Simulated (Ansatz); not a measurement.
`CPC`, 10 atoms. Charge 0, multiplicity 1. All runs use 4 threads of an Arm Neoverse V1 on a shared host. Correlated methods freeze the cores. Open-shell runs search over several starts.

(1) Give the basis size and wall time and peak host memory of each of these runs in Ansatz. UHF-CCSD(T)/def2-TZVPP energy of the cation; direct RPA on PBE orbitals/def2-TZVPP energy; UKS ωB97X-V/def2-TZVPP energy of the cation; UKS PBE0-D4/def2-TZVPP energy of the cation; RKS LC-ωPBE/def2-TZVPP energy; UHF-MP2/def2-QZVPP energy of the cation; RKS PBE0-D4/def2-QZVPP energy; RKS ωB97M-V/def2-TZVPP energy and forces; RHF-CCSD(T)/def2-TZVPP energy; UKS ωB97M-V/def2-TZVPP energy of the cation; RKS ωB97M-V/def2-SVP energy; UKS B3LYP-D4/def2-TZVPP energy of the cation. (Best estimate.)

## Answers

(1) The calculation gave: Other jobs shared the machine, so times are rough.

```
                                level                   job  functions  wall time  peak host memory (GiB)
               RKS LC-ωPBE/def2-TZVPP                energy        202      1.4 s                    0.28
                 RKS ωB97M-V/def2-SVP                energy         81      1.9 s                    0.21
direct RPA on PBE orbitals/def2-TZVPP                energy        202      2.3 s                    0.38
               UKS PBE0-D4/def2-TZVPP  energy of the cation        202      2.5 s                    0.48
              UKS B3LYP-D4/def2-TZVPP  energy of the cation        202      2.5 s                    0.48
               RKS PBE0-D4/def2-QZVPP                energy        394      3.6 s                    0.98
               RKS ωB97M-V/def2-TZVPP     energy and forces        202      5.5 s                    0.54
               UKS ωB97X-V/def2-TZVPP  energy of the cation        202      7.5 s                    0.65
               UKS ωB97M-V/def2-TZVPP  energy of the cation        202        8 s                    0.69
                   UHF-MP2/def2-QZVPP  energy of the cation        394       15 s                     1.9
               RHF-CCSD(T)/def2-TZVPP                energy        202       24 s                     2.5
               UHF-CCSD(T)/def2-TZVPP  energy of the cation        202       91 s                     6.3
```

B3LYP here is the variant with VWN-RPA as its local correlation; programs differ in this. LC-ωPBE has ω = 0.4 bohr⁻¹.
